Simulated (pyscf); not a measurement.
`[InH]` [singlet] + `[NH3]` -> `[NH2][In]` [singlet] + `[H][H]`, a four-centre exchange (singlet surface; H–In, H–N broken, In–N, H–H formed). Single points on ωB97X-D3(BJ)/def2-SVP structures (PySCF, gas phase). Energies in eV from the separated reactants.

AM1 to PM7: differences of heats of formation from MOPAC, which are fitted to 298 K values and so differ in kind from electronic energies by zero-point and thermal terms. 

In single points PM3 puts the saddle at 0.26 eV and the reaction energy at -1.45 eV. Should these be trusted to within a few kcal/mol? Compare with ωB97M-D3(BJ)/def2-TZVP.

ωB97M-D3(BJ)/def2-TZVP gives ΔE‡ = 0.69 eV and ΔE = -0.27 eV. PM3 lies 0.43 eV under it in the barrier and 1.17 eV under it in the reaction energy, so on this step it does not hold to within 0.13 eV. ωB97M-D3(BJ)/def2-TZVP has limits of its own. On the reactant side the descent ends in a bound adduct (not fully relaxed), 0.55 eV under the separated species and 1.11 eV under the saddle at ωB97X-D3(BJ)/def2-TZVP. At ωB97X-D3(BJ)/def2-TZVP the barrier from the zero used here is 0.56 eV. This is the saddle that the search found; another between the same sides may lie lower. In the def2 sets elements past Kr carry core potentials, without spin-orbit coupling.
